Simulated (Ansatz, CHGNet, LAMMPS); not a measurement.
**2H-SiC: properties by level of theory**

Reference values: lattice constant a 3.076 Å (measured, room temperature, no zero-point or thermal correction; as tabulated in Paulus et al. (1997), arXiv:cond-mat/9701136); lattice parameter c 5.048 Å (measured, room temperature, no zero-point or thermal correction; as tabulated in Paulus et al. (1997), arXiv:cond-mat/9701136).

```
level (code)               equilibrium lattice constant a (Å)  lattice parameter c (Å)
-------------------------  ----------------------------------  -----------------------
Gao–Weber SiC.gw (LAMMPS)                               3.083                    5.034
CHGNet 0.3.0                                            3.093                    5.075
LDA (Ansatz)                                            3.056                    5.016
PBE-D3(BJ) (Ansatz)                                     3.070                    5.038
r²SCAN0 (Ansatz)                                        3.062                    5.023
Hartree–Fock (Ansatz)                                   3.083                    5.056
```

Differences from the reference values (errors of the level alone only where the reference is corrected to a static lattice):

```csv
level,lattice constant a (%),lattice parameter c (%)
Gao–Weber SiC.gw,+0.23,-0.28
CHGNet 0.3.0,+0.55,+0.53
LDA,-0.65,-0.63
PBE-D3(BJ),-0.20,-0.20
r²SCAN0,-0.46,-0.50
Hartree–Fock,+0.23,+0.16
```

Nearest: lattice constant a, not ranked (reference at room or unstated temperature); lattice parameter c, not ranked (reference at room or unstated temperature).

Empirical potentials (Gao–Weber SiC.gw) are fitted to chosen data: where that held the value shown, agreement is built in, and what lay outside the fit can be far off. Machine-learned potentials (CHGNet 0.3.0) are trained on DFT data: a solid inside that data is no test of them.

Ansatz's density-functional and Hartree–Fock values are scalar-relativistic unless marked +SOC, with PAW data made under PBE.

Differences are worked out from the printed values.

Static lattice: no zero-point or thermal effects.

Ansatz is an electronic-structure program.
